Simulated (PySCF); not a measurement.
Dipole moment and polarisability of `C=C[C@H]1C=N1`

Compound: C4H5N.
SMILES with atom numbers: `[CH2:1]=[CH:2][C@H:3]1[CH:4]=[N:5]1` (hydrogens: H6, H7 on C1; H8 on C2; H9 on C3; H10 on C4)

Structure used (GFN2-xTB), in Å, numbered top down from 1:
```
atom  x, y, z in Å
C1    -1.725    0.189    0.719
C2    -0.505   -0.321    0.652
C3     0.506    0.114   -0.319
C4     1.932   -0.014   -0.028
N5     1.522   -0.890   -0.815
H6    -2.051    0.965    0.046
H7    -2.440   -0.149    1.447
H8    -0.193   -1.104    1.330
H9     0.185    0.860   -1.039
H10    2.778    0.354    0.500
```

Level: CAM-B3LYP/def2-SVPD (PySCF), static field, nuclei fixed, core orbitals frozen in the response. The polarisability tensor in these axes (au):

```
x   72.89 -6.75 -5.20
y   -6.75 43.47  0.98
z   -5.20  0.98 43.05
```

What are the eigenvalues, a third of the trace, and Δα (Δα² = ½Σ(αi − αj)² over the three pairs)?

Principal values 41.91, 42.27 and 75.23 au; mean 53.13 au = 7.87 Å³ = 8.76 × 10⁻⁴⁰ C²·m²/J; Δα = 33.14 au (62 % of the mean).

What is the dipole moment, and where does it point?

(0.44, 1.72, 1.38) D, 2.25 D in size, pointing from the negative to the positive side. Measured along this direction, the outermost atoms are N5 at the negative end and H10 at the positive end.

Traceless (Buckingham) quadrupole moment about the centre of nuclear charge: eigenvalues?

-9.21, 2.53, 6.68 D·Å. The values depend on the origin, since the dipole doesn't vanish. The electronic extent ⟨r²⟩ about the same centre is 421 bohr², a root-mean-square distance of 1.81 Å for the 36 electrons.

Form Σ f/ω² (atomic units) for the 8 lowest TDDFT singlets, given as eV and f, and set it beside the mean polarisability, which is this sum over all singlets: 4.62, 0.0155; 6.82, 0.4693; 6.93, 0.1063; 7.11, 0.0222; 7.19, 0.0010; 7.43, 0.0060; 7.56, 0.0023; 7.89, 0.0035.

They add up to 10.14 au, 19.1 % of the 53.13 au; the largest single term is 7.47 au, from the state at 6.82 eV. Terms in order: 0.54, 7.47, 1.64, 0.32, 0.01, 0.08, 0.03, 0.04 au. Higher excitations give the rest. The strengths listed sum to 0.626.

How large is μ²/3kT at 273 K beside α?

In Gaussian units μ²/3kT = 44.66 Å³ against 7.87 Å³, a ratio of 5.67; the Debye molar polarisation (4π/3)N_A(α + μ²/3kT) is 132.5 cm³/mol, leaving out the vibrational part.

Find the Langevin capture rate constant for H3+ (3.023 u) meeting this molecule (67.042 u), k = 2.342 × 10⁻⁹ cm³/s × √(α in Å³ / reduced mass in u).

The reduced mass is 2.89 u, so k = 3.86 × 10⁻⁹ cm³/s. The formula leaves out the permanent dipole, which adds to the capture rate.

Estimate the molar refractivity from the static electronic polarisability.

Lorentz–Lorenz: R = (4π/3)N_A α = 2.5225 cm³/(mol·Å³) × 7.87 Å³ = 19.9 cm³/mol, in the limit of long wavelengths.

One conformer (not necessarily the lowest) at the GFN2-xTB geometry, without solvent, vibrations or thermal averaging.

The run behind these numbers computed excited states as well. Hardware: an Arm Neoverse N1 with one thread, no GPU, shared host. Cost: 19 s of wall time.
